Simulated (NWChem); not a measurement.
# Correlation energy of acetylene (C₂H₂)

SMILES: C#C
```xyz
4

C      0.0000     0.0000    -0.6043
C      0.0000     0.0000     0.6043
H      0.0000     0.0000    -1.6792
H      0.0000     0.0000     1.6792
```
Charge 0, spin multiplicity 1.

Everything below was run with NWChem. The geometry was optimised at PBE0/def2-SVP, a minimum by its harmonic frequencies.

Basis set: def2-SVP. Each correlation energy counts from its own Hartree-Fock reference.

The correlated methods keep 2 core orbitals frozen. Coupled-cluster values serve here as a point of comparison, not as the truth.

Question: One of these methods gave a correlation energy of -257.1 mHa. Which?
A) SCS-MP2
B) MP2
C) CCSD+T(CCSD)
D) CCSD

Answer: B, MP2. The others give -255.4 (SCS-MP2), -273.7 (CCSD), -285.6 (CCSD+T(CCSD)).
